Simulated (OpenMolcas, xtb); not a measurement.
# How methods differ on AlHCl (SMILES [AlH][Cl])

AlHCl has 3 atoms, charge 0, and is taken as a doublet. As SMILES, `[AlH][Cl]`. Geometry: a GFN2-xTB relaxation, a rough one for these elements and not checked as a minimum.

```csv
atom,x (Å),y (Å),z (Å)
Al,-0.1691,-0.5614,-0.1610
Cl,1.4699,0.1391,0.8221
H,-1.3008,0.4222,-0.6611
```

Each level gives the dipole moment (D). The values are calculated.

```json
{"level": "GFN2-xTB", "kind": "semi-empirical", "program": "xtb", "value (D)": "1.12"}
{"level": "GFN0-xTB", "kind": "semi-empirical", "program": "xtb", "value (D)": "2.62"}
{"level": "GFN1-xTB", "kind": "semi-empirical", "program": "xtb", "value (D)": "2.71"}
{"level": "UHF/STO-3G", "kind": "Hartree–Fock", "program": "OpenMolcas", "value (D)": "3.59"}
{"level": "UHF/3-21G", "kind": "Hartree–Fock", "program": "OpenMolcas", "value (D)": "2.57"}
{"level": "UHF/def2-SVP", "kind": "Hartree–Fock", "program": "OpenMolcas", "value (D)": "1.29"}
{"level": "UBP86/cc-pVDZ", "kind": "GGA", "program": "OpenMolcas", "value (D)": "0.90"}
{"level": "UPBE/6-311+G**", "kind": "GGA", "program": "OpenMolcas", "value (D)": "1.19"}
{"level": "UB3LYP/6-31G* (spherical functions)", "kind": "global hybrid", "program": "OpenMolcas", "value (D)": "1.23"}
{"level": "UPBE0/6-31G* (spherical functions)", "kind": "global hybrid", "program": "OpenMolcas", "value (D)": "1.27"}
```

The values span 0.90 to 3.59 D. Magnitudes only: a small dipole may point the other way at some levels. Sets without polarisation functions give poor dipoles. Without the sets that lack polarisation functions the rows with a basis span only 0.90 to 1.29 D.
